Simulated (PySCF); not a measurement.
## Vibration and rotation of MgP⁺

ROHF-CCSD(T) constants of MgP⁺, ³Σ⁻ (triplet), unpaired electrons π ↑↑ (Mg cc-pVDZ, P cc-pV(D+d)Z; no relativity (PySCF 2.14); masses 23.9850 and 30.9738 u):

```
ωe              : 318.9 cm⁻¹
ωexe            : 2.37 cm⁻¹
Be              : 0.19632 cm⁻¹
αe              : 0.00179 cm⁻¹
D (centrifugal) : 2.98e-07 cm⁻¹
De to Mg⁺ + P   : 1.15 eV
```

Q: Give the vibrational terms G(v) and spacings up to v = 6.

A: G(v) = ωe(v+½) − ωexe(v+½)².

```tsv
v	G(v) (cm⁻¹)	G(v) − G(v−1)	Bv (cm⁻¹)
0	158.9		0.1954
1	473.0	314.2	0.1936
2	782.4	309.4	0.1918
3	1087.1	304.7	0.1901
4	1387.1	299.9	0.1883
5	1682.3	295.2	0.1865
6	1972.7	290.5	0.1847
```

Q: How well does the Morse estimate ωe²/(4ωexe) reproduce De, and what is D0?

A: It gives 1.33 eV, 116 % of the computed De. D0 = De − G(0) = 1.15 − 0.02 = 1.13 eV.

Correlated steps freeze 6 core orbitals. Correlated levels converge slowly with the basis: in double zeta they bind strong bonds too weakly, by up to about 1 eV, and carry superposition errors of some tenths. For an ion De counts to the pair picked by the measured ionisation energies or electron affinities, which need not be the lowest pair at this level. The state is the lowest determinant that a PBE0 search found; another state may lie lower at other levels.
